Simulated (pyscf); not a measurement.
A first-order saddle from PySCF, ωB97X-D3(BJ)/def2-SVP:

```xyz
7

C      0.4935    -0.7558     0.4865
I      1.4437     1.8910    -0.3619
H      0.4894    -1.4609     1.3181
H     -0.4555    -0.7356    -0.0577
H      1.3522    -0.9140    -0.1665
I     -0.4347     0.7035     2.8609
H      0.5751     0.4321     0.9716
```

Surface: singlet, charge 0. Lowest wavenumbers (cm⁻¹): 449i, 50, 82, 248, 347.

### Question
What reaction is this the transition state of?

### Answer
H₃C–I (SMILES CI) + HI (SMILES I) ⇌ H₃C–I (SMILES CI) + HI (SMILES I), a concerted two-bond exchange read from left to right: C–I, H–I broken and C–I, H–I formed. At ωB97M-D3(BJ)/def2-TZVP it lies +72.9 kcal/mol from the left side and +72.9 kcal/mol from the right (each side as separated species at their lowest minima found). From the product side, CH₃• + I• + HI lies, by one bond made or cut, 10.1 kcal/mol under this saddle at ωB97M-D3(BJ)/def2-TZVP. The same reactants have a lower exit, to CH₃• + I• + HI (no saddle counted: cutting one bond costs +62.8 kcal/mol at ωB97M-D3(BJ)/def2-TZVP, against +72.9 kcal/mol here). One saddle was located; it need not be the lowest between these sides. One closed-shell reference is unstable to symmetry breaking; treat the single-reference values with care. Elements past Kr carry the def2 core potentials, without spin-orbit coupling.
